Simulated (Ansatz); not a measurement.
in.yaml

```yaml
crystal:
  periodic: [false, false, false]
  atoms:
    - {symbol: Cl, position_ang: [0.000000, -0.840515, 2.118041]}
    - {symbol: Ga, position_ang: [0.000000, 0.691492, 0.592878]}
    - {symbol: Ga, position_ang: [0.000000, -0.296113, -1.683627]}
    - {symbol: H, position_ang: [0.000000, 2.214155, 0.951803]}
basis:
  gaussian: {orbitals: cc-pVDZ}
total_charge: 1
magnetization: {spin_polarized: false, initial_magnetization: 3}
correlation: {method: bccd_t, electrons: outside_noble_gas}
```

```sh
$ ansatz run in.yaml --threads 1 --pin off --events-out ev --progress --plain --max-ram 2393MiB
```

Log:

```
884 factors; integrals over basis functions are off by at most 8.0e-4 eV
mean field evaluation 1: about -117171.8108 eV, gradient 2.6e1 eV
mean field evaluation 2: about -117171.8187 eV, gradient 2.6e1 eV
mean field evaluation 4: about -117175.5521 eV, gradient 1.0e1 eV
mean field evaluation 8: about -117176.5625 eV, gradient 1.2e0 eV
mean field evaluation 16: about -117176.7643 eV, gradient 6.0e-4 eV
mean field evaluation 32: about -117173.2758 eV, gradient 2.3e1 eV
mean field evaluation 64: about -117176.3258 eV, gradient 5.7e-3 eV
mean field evaluation 96: about -117176.3358 eV, gradient 1.1e-1 eV
mean field evaluation 128: about -117176.7601 eV, gradient 2.0e-1 eV
mean field evaluation 160: about -117176.4698 eV, gradient 2.1e0 eV
...
cycle   8  -6.60885305 eV  change    1.4e-3 eV  update   1.2e-3
cycle   9  -6.60865136 eV  change    2.0e-4 eV  update   5.1e-4
cycle  10  -6.60832834 eV  change    3.2e-4 eV  update   2.6e-4
cycle  11  -6.60835270 eV  change   -2.4e-5 eV  update   1.7e-4
cycle  12  -6.60836596 eV  change   -1.3e-5 eV  update   1.4e-4
cycle  13  -6.60827876 eV  change    8.7e-5 eV  update   1.1e-4
cycle  14  -6.60826783 eV  change    1.1e-5 eV  update   8.1e-5
cycle  15  -6.60831148 eV  change   -4.4e-5 eV  update   5.1e-5
cycle  16  -6.60827617 eV  change    3.5e-5 eV  update   2.5e-5
cycle  17  -6.60827955 eV  change   -3.4e-6 eV  update   1.3e-5
perturbative correction -0.25187392 eV, -0.0092561959 hartree
Total energy: -117183.64237673 eV, -4306.4194274191 hartree
```

Ran on 1 thread of Arm Neoverse V2, shared host: 97 s wall, 0.35 GiB peak host memory.
